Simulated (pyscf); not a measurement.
Optimised with ωB97X-D3(BJ)/def2-SVP in PySCF.

Task: Estimate by transition-state theory the rate constant of H₃C–NH• + H₂ → H₃C–NH₂ + H• (doublet surface; H–H broken, H–N formed) at 298 K, with ωB97M-D3(BJ)/def2-TZVP energies (ideal gas, 1 atm, RRHO with modes under 100 cm⁻¹ raised to 100, one conformer, R ln 2 for chiral ones without a mode under 150 cm⁻¹; no tunnelling).

Result: The electronic barrier is 12.0 kcal/mol and the thermal terms add +8.0, so ΔG‡ = 19.9 kcal/mol. With k_BT/h = 6.21e+12 s⁻¹ and RT = 0.592 kcal/mol, and a volume of 4.06e-20 cm³ per molecule at 1 atm, k = 6.3e-22 cm³ molecule⁻¹ s⁻¹. Wigner's tunnelling factor for 1500i cm⁻¹ would be 3.18, likely too low at so high a frequency. A shift of 1 kcal/mol in the barrier changes k by a factor 5.4. H₃C–NH• lies 7.3 kcal/mol over its isomer •H₂C–NH₂ (electronic energy, ωB97M-D3(BJ)/def2-TZVP). This is the saddle that the search found; another between the same sides may lie lower. The angle at the transferred H is 157°.
